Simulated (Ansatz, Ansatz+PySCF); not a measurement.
| atom | x (Å) | y (Å) | z (Å) |
| --- | --- | --- | --- |
| O | 0.0000 | 0.0000 | -1.6821 |
| C | 0.0000 | 0.0000 | -0.5257 |
| S | 0.0000 | 0.0000 | 1.0382 |

RHF on singlet COS was run in several spherical basis sets with Ansatz (development build ahead of 0.2.0).

Rank the basis sets by the total energy that they give, lowest first, with the distance from the lowest.
A. 6-31G(d)
B. def2-SVP
C. cc-pVDZ
D. cc-pVTZ

D (0.00 eV), C (1.32 eV), A (2.22 eV), B (7.55 eV).

Totals follow the description of the cores as much as that of the bonds, so this order isn't one of quality for chemistry.
